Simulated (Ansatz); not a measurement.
The inner images of a band of C$_{3}$H$_{7}$FO (12 atoms, charge 0, multiplicity 1) are given out of order.

Level of theory: RKS B3LYP-D4/6-31G* (Ansatz).

First end point:

```xyz
12
Properties=species:S:1:pos:R:3
O -1.159 -0.831 1.668
C -0.860 -0.419 0.339
C 0.567 0.113 0.333
C 1.020 0.551 -1.047
F 0.175 1.553 -1.528
H -2.092 -1.092 1.695
H -1.543 0.371 -0.005
H -0.944 -1.261 -0.370
H 1.245 -0.668 0.699
H 0.637 0.956 1.031
H 0.992 -0.282 -1.762
H 2.040 0.953 -1.020
```

Last end point:

```xyz
12
Properties=species:S:1:pos:R:3
O -1.344 -1.098 1.473
C -0.903 -0.563 0.231
C 0.492 0.057 0.322
C 0.991 0.579 -1.014
F 0.124 1.567 -1.485
H -1.477 -0.354 2.080
H -1.612 0.177 -0.166
H -0.891 -1.409 -0.465
H 1.198 -0.693 0.701
H 0.482 0.885 1.044
H 1.027 -0.222 -1.765
H 1.991 1.019 -0.924
```

Task: Put them in order from the first end to the last, with their energies above the first end.
A.
```xyz
12
Properties=species:S:1:pos:R:3
O -1.153 -0.969 1.618
C -0.842 -0.503 0.308
C 0.563 0.089 0.327
C 1.011 0.578 -1.037
F 0.125 1.554 -1.500
H -2.081 -0.768 1.800
H -1.551 0.264 -0.030
H -0.890 -1.333 -0.417
H 1.270 -0.671 0.684
H 0.589 0.917 1.045
H 1.024 -0.237 -1.772
H 2.012 1.023 -0.991
```
B.
```xyz
12
Properties=species:S:1:pos:R:3
O -1.297 -1.162 1.458
C -0.867 -0.580 0.234
C 0.510 0.082 0.339
C 0.996 0.609 -0.999
F 0.102 1.569 -1.479
H -1.697 -0.463 1.996
H -1.597 0.148 -0.146
H -0.821 -1.401 -0.492
H 1.234 -0.650 0.720
H 0.477 0.909 1.062
H 1.054 -0.196 -1.744
H 1.984 1.077 -0.915
```
C.
```xyz
12
Properties=species:S:1:pos:R:3
O -1.242 -1.134 1.505
C -0.852 -0.559 0.261
C 0.533 0.086 0.337
C 1.001 0.600 -1.013
F 0.106 1.564 -1.485
H -1.866 -0.533 1.934
H -1.582 0.180 -0.091
H -0.834 -1.371 -0.478
H 1.255 -0.654 0.706
H 0.522 0.913 1.059
H 1.042 -0.209 -1.754
H 1.993 1.063 -0.947
```
D.
```xyz
12
Properties=species:S:1:pos:R:3
O -1.184 -1.061 1.567
C -0.844 -0.535 0.286
C 0.551 0.087 0.330
C 1.007 0.590 -1.026
F 0.113 1.559 -1.492
H -1.999 -0.636 1.864
H -1.565 0.219 -0.050
H -0.861 -1.351 -0.452
H 1.267 -0.663 0.692
H 0.558 0.912 1.052
H 1.033 -0.222 -1.765
H 2.002 1.046 -0.971
```
E.
```xyz
12
Properties=species:S:1:pos:R:3
O -1.151 -0.877 1.654
C -0.847 -0.464 0.326
C 0.570 0.095 0.328
C 1.015 0.567 -1.043
F 0.142 1.554 -1.509
H -2.113 -0.926 1.740
H -1.539 0.313 -0.025
H -0.916 -1.310 -0.380
H 1.265 -0.676 0.683
H 0.619 0.927 1.039
H 1.009 -0.254 -1.773
H 2.023 0.995 -1.007
```

Result: E (+0.008 eV), A (+0.027 eV), D (+0.038 eV), C (+0.025 eV), B (+0.002 eV).

The run took 110 s on 1 thread of Intel(R) Xeon(R) Platinum 8488C (Sapphire Rapids) (shared host), peak memory 0.2 GiB.
